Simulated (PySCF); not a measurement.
## Relaxation of triplet Al₃⁺

All numbers come from PySCF, UPBE0, basis Al def2-TZVP (no relativity, density fitting). A (50,194) grid was used.

A hand-made linear chain start, of D∞h symmetry, held to at least that symmetry:

```xyz
3
charge 1 multiplicity 3, angstrom
Al    0.0000    0.0000    0.0000
Al    0.0000    0.0000    2.3940
Al    0.0000    0.0000   -2.3940
```

Task: What does it relax to?

Result: It ends at D∞h with Al–Al 2.600 Å (×2); Al–Al–Al 180.0°. A frequency run shows 2 imaginary modes (one degenerate set), down to 54i cm⁻¹, so it is a higher-order saddle point. Other isomers or separated fragments may lie lower.

Task: How much energy is released, and in how many steps?

Result: 21.6 kJ/mol in 4 steps.

The relaxation took 6.7 s on 4 threads of a shared Arm Neoverse V1 host, with 111 basis functions and 5 gradients; the process peaked at 0.53 GiB. Launch command: `OMP_NUM_THREADS=4 python axn.py task.json out`.
